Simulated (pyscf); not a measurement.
Thermochemistry of product channels of `[F][SiH2][O][SiH3]` + `[NH3]` on the singlet surface, in kcal/mol, from ωB97M-D3(BJ)/def2-TZVP energies (ideal gas, 1 atm, RRHO with modes under 100 cm⁻¹ raised to 100, one conformer, R ln 2 for chiral ones without a mode under 150 cm⁻¹). Optimised with ωB97X-D3(BJ)/def2-SVP in PySCF.

| products | ΔE | ΔH(298 K) | ΔG(298 K) | ΔG(600 K) |
|---|---|---|---|---|
| `[NH2][SiH2][O][SiH2][F]` + `[H][H]` | -12.1 | -15.2 | -12.6 | -10.5 |
| `[NH2][SiH]([F])[O][SiH3]` + `[H][H]` | -13.4 | -16.8 | -14.7 | -13.2 |

These are energies of the channels, which say nothing of barriers.
